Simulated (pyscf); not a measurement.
## Hydrogen abstraction: H₂N–Al(NH₂)–NH–Al(NH₂)–NH₂ (SMILES [NH2][Al]([NH2])[NH][Al]([NH2])[NH2]) + H• (SMILES [H]) → H₂N–Al(NH₂)–N•–Al(NH₂)–NH₂ (SMILES [NH2][Al]([NH2])[N][Al]([NH2])[NH2]) + H₂ (SMILES [H][H])

Gas phase, doublet surface, charge 0. Bonds broken: N4–H12. Bonds formed: H12–H17. Structures and frequencies: ωB97X-D3(BJ)/def2-SVP in PySCF.

Transition state (Å):

```xyz
17

N     -0.9520     2.4051     1.1069
Al    -1.3236     0.6885     1.3835
N     -2.3949     0.1311     2.6838
N     -0.5182    -0.4508     0.2322
Al     1.0368    -0.0632    -0.5974
N      1.0450     1.4688    -1.5143
N      2.4974    -1.0612    -0.4505
H     -0.1946     2.6808     0.4877
H     -1.4171     3.2207     1.4875
H     -2.7152    -0.8251     2.7905
H     -2.7756     0.7074     3.4256
H     -0.3885    -1.7143     0.8554
H      1.8350     1.8735    -2.0043
H      0.1908     1.9428    -1.7898
H      3.3757    -0.9024    -0.9312
H      2.5633    -1.8965     0.1209
H     -0.1103    -2.3136     1.4128
```

One imaginary mode, 835i cm⁻¹; descent along it reached the two sides named.

```csv
bond,change,reactant side (Å),saddle,product side
N4–H12,breaks,1.017,1.415,2.6
H12–H17,forms,2.9,0.864,0.763
```

Electronic energies relative to the separated reactants (kJ/mol):

```json
[
 {"level": "ωB97X-D3(BJ)/def2-TZVP", "barrier": "71.5", "reaction energy": "+45.4", "reverse barrier": "26.1"},
 {"level": "PBE/def2-TZVP", "barrier": "51.6", "reaction energy": "+41.3", "reverse barrier": "10.3"},
 {"level": "r²SCAN/def2-TZVP", "barrier": "48.7", "reaction energy": "+29.0", "reverse barrier": "19.7"},
 {"level": "B3LYP-D3(BJ)/def2-TZVP", "barrier": "47.9", "reaction energy": "+25.3", "reverse barrier": "22.6"},
 {"level": "PBE0-D3(BJ)/def2-TZVP", "barrier": "65.1", "reaction energy": "+47.6", "reverse barrier": "17.5"},
 {"level": "M06-2X/def2-TZVP", "barrier": "82.7", "reaction energy": "+45.7", "reverse barrier": "37.0"},
 {"level": "ωB97M-D3(BJ)/def2-TZVP", "barrier": "73.1", "reaction energy": "+42.0", "reverse barrier": "31.2"},
 {"level": "HF/def2-TZVP", "barrier": "107.5", "reaction energy": "+3.4", "reverse barrier": "104.1"}
]
```

With ωB97M-D3(BJ)/def2-TZVP energies and thermal terms (ideal gas, 1 atm, RRHO with modes under 100 cm⁻¹ raised to 100, one conformer, R ln 2 for chiral ones without a mode under 150 cm⁻¹), in kJ/mol:

```
T (K)   ΔH‡    ΔG‡     ΔH     ΔG
-----  ----  -----  -----  -----
298    66.1   91.9  +38.8  +32.4
600    64.3  118.8  +38.6  +25.7
900    63.2  146.4  +37.0  +19.6
1200   62.4  174.2  +34.8  +14.1
```

This is the saddle that the search found; another between the same sides may lie lower. The angle at the transferred H is 159°.
